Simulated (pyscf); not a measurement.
Routes from silane (SiH₄) + hydrogen chloride (HCl)

Candidate steps break at most two bonds and form at most two. Each was searched with GFN2-xTB (tblite) first. PySCF, gas phase, ωB97X-D3(BJ)/def2-SVP geometries. Energies: ωB97M-D3(BJ)/def2-TZVP, kcal/mol, from the separated reactants, singlet surface; ΔG‡ with ideal gas, 1 atm, RRHO with modes under 100 cm⁻¹ raised to 100, one conformer, R ln 2 for chiral ones without a mode under 150 cm⁻¹.

```
products                      type   ΔE‡     ΔE  ΔG‡ 298 K  ΔG‡ 900 K  ν‡ (cm⁻¹)
------------  --------------------  ----  -----  ---------  ---------  ---------
H₃Si–Cl + H₂  four-centre exchange  37.5  -17.0       45.0       60.8      1041i
SiH₄ + HCl    four-centre exchange  61.6    0.0       66.7       79.0      2210i
```

Plain bond fissions and candidates not yet searched are not listed, and one of them may be faster. Each barrier is that of the saddle found; lower ones may exist.
